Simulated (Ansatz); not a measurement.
# AlHO (singlet): the correlation ladder at distance Al1–O2 = 1.737 Å, 6-31G

The task here is to estimate one member of a computed series from the others.

Program: Ansatz 0.2.0, Gaussian basis. Level of theory: 6-31G, core rule «outside noble gas», up to 6 orbitals frozen. These are calculated values, not measurements.

The runs, in order: UHF; CCSD(T) on RHF; BCCD(T) on RHF; CISD; CCSDT(Q) on RHF; CISDTQ; CCSDTQ on RHF; CASSCF and MRCISD+Q, 2 electrons in 2 orbitals; CASSCF and NEVPT2, 2 electrons in 2 orbitals; Full CI.

43 further runs of the same task are left out: 21 for a known fault of the program, 16 that didn't finish, 6 set aside as unsound or not needed.

## What is computed

The geometry derives from a PBE0/def2-TZVP stationary point (not a proven minimum). One bond is set to the value named and the two fragments are kept rigid.

3 atoms, charge 0, spin multiplicity 1.

Atoms are counted from 1 here; the program's logs count them from 0.

Bond lengths: Al1–O2 1.737 Å, Al1–H3 1.568 Å. Angles: O2–Al1–H3 180.0°.

The first run:

Contents of in.yaml:

```yaml
crystal:
  periodic: [false, false, false]
  atoms:
    - {symbol: Al, position_ang: [0.000000, 0.000000, 0.056222]}
    - {symbol: O, position_ang: [0.000000, 0.000000, -1.680778]}
    - {symbol: H, position_ang: [0.000000, 0.000000, 1.624557]}
basis:
  gaussian: {orbitals: 6-31G}
magnetization: {spin_polarized: true, initial_magnetization: 0}
hamiltonian: {xc: hf}
output: {orbitals: {seedname: orbitals}}
```

Launch:

```sh
$ ansatz run in.yaml --threads 1 --pin off --events-out ev --progress --plain --max-ram 2393MiB
```

Among the steps run: UHF; CCSD(T) on RHF; BCCD(T) on RHF; CISD; CCSDT(Q) on RHF; CISDTQ; CCSDTQ on RHF; CASSCF and MRCISD+Q, 2 electrons in 2 orbitals; CASSCF and NEVPT2, 2 electrons in 2 orbitals; Full CI.

One of the session's tables, all rows but one given; the rest of the session is left out.

| method | from FCI (meV) |
| --- | --- |
| RHF | +5847.8 |
| RMP2 | +189.4 |
| CISD | +804.6 |
| RCCSD | +413.6 |
| RCCSD(T) | +54.2 |
| BCCD(T) | +29.8 |
| RCCSDT | +30.4 |
| CISDTQ | +69.2 |
| RCCSDT(Q) | -38.3 |
| RCCSDTQ | -12.8 |
| CASSCF pair | +5094.0 |
| NEVPT2 pair | +450.7 |
| MRCISD pair | ? |
| MRCISD+Q pair | +239.1 |
| FCI | 0 |

**Question.** Estimate the row for MRCISD pair.

The run gave: from FCI (meV): +719.8. In the column «from FCI (meV)» it lies between NEVPT2 pair (+450.7) and CISD (+804.6).

Limits of these values: RCCSDT(Q), RCCSDTQ fall below full CI, which methods that aren't variational can do.
